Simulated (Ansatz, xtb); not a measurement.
## Isomers of CHFS+ in order of energy

4 gas-phase structures of CHFS+, found in a search over its isomers (lower ones may exist). Each was relaxed with GFN2-xTB:

A. the doublet with the links of `[H]/[S+]=[C]\F`
B. the doublet with the links of `[CH]=[S+]F`
C. the doublet with the links of `F[CH+][S]`
D. the doublet with the links of `[H]/[S+]=[C]/F`

Q: Estimate their order in r2SCAN-D4/def2-SVP energy at these geometries, lowest first.

A: Calculated order at r2SCAN-D4/def2-SVP: C (0.0), D (20.7), A (23.8), B (46.6) kcal/mol.

Energies above the lowest of each column, in kcal/mol; the last columns are at PBE0-D3(BJ)/pcseg-1 geometries and were run for some of them only (a dash: not run or not comparable):

| structure | GFN2-xTB | HF/STO-3G | r2SCAN-D4/def2-SVP | PBE0-D3(BJ)/pcseg-1 | CCSD(T)/def2-TZVPP |
| --- | --- | --- | --- | --- | --- |
| C | 0.0 | 0.0 | 0.0 | 0.0 | 0.0 |
| D | 29.3 | 32.4 | 20.7 | 22.5 | 22.6 |
| A | 34.8 | 36.5 | 23.8 | 25.9 | 25.7 |
| B | 29.3 | 70.0 | 46.6 | – | – |

Every level run on C puts it lowest or level with the lowest. Frequencies (PBE0-D3(BJ)/pcseg-1) were run for A, C, D alone. Open shells are spin-unrestricted, some with notable spin contamination.

Over these structures GFN2-xTB departs from r2SCAN-D4/def2-SVP by 9.2 kcal/mol on average once a common shift is removed. A GFN2-xTB relaxation took about 0.046 s and the r2SCAN-D4/def2-SVP energy about 1.9 s on a shared host (Ansatz 0.2.0, xtb 6.7.1).
